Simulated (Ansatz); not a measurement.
in.yaml

```yaml
crystal:
  periodic: [false, false, false]
  atoms:
    - {symbol: B, position_ang: [0.000000, 0.000000, 0.115089]}
    - {symbol: B, position_ang: [0.000000, 0.000000, -1.407623]}
    - {symbol: H, position_ang: [0.000000, 0.000000, 1.292533]}
basis:
  gaussian: {orbitals: 6-31G}
magnetization: {spin_polarized: false, initial_magnetization: 1}
correlation: {active_space: {window: {electrons: 3, orbitals: 3}, states: [{multiplicity: 2, weights: [1, 1, 1, 1]}]}}
accuracy: high
```

```sh
$ ansatz run in.yaml --threads 1 --pin off --events-out ev --progress --plain --max-ram 2393MiB
```

The program prints:

```
456 factors; integrals over basis functions are off by at most 3.2e-9 eV
mean field evaluation 1: about -1351.2864 eV, gradient 1.1e1 eV
mean field evaluation 2: about -1351.2883 eV, gradient 1.1e1 eV
mean field evaluation 4: about -1352.0997 eV, gradient 1.2e0 eV
mean field evaluation 8: about -1352.1251 eV, gradient 8.8e-5 eV
mean field evaluation 16: about -1350.6211 eV, gradient 4.0e-1 eV
mean field evaluation 32: about -1350.6164 eV, gradient 1.4e-8 eV
mean field evaluation 64: about -1350.6164 eV, gradient 1.3e-8 eV
mean field evaluation 96: about -1350.7492 eV, gradient 1.1e0 eV
mean field evaluation 128: about -1352.0967 eV, gradient 1.2e0 eV
mean field -1352.57991335 eV, -49.7063950042 hartree, gradient 2.2e-8 eV, S^2 0.750000; 7 other end points of the search recorded, 0 dependent functions left out
reference -1352.57991335 eV, -49.7063950042 hartree; 6, 5 occupied and 14, 15 virtual orbitals, 456 factors
state -1352.99933433 eV, -49.7218084409 hartree
state -1352.99933433 eV, -49.7218084409 hartree
state -1352.76774663 eV, -49.7132977498 hartree
state -1352.13866067 eV, -49.6901792670 hartree
Total energy: -1352.72626899 eV, -49.7117734746 hartree
```

The active space holds one configuration alone, so it describes no static correlation.

Natural occupations, averaged over the states: 1.0000 1.0000 1.0000.

The total printed last is the weighted mean of the 4 states, 0.273 eV above the lowest of them, and is no single state's energy.

Ran on 1 thread of Intel Xeon, shared host: 2.8 s wall, 0.14 GiB peak host memory.
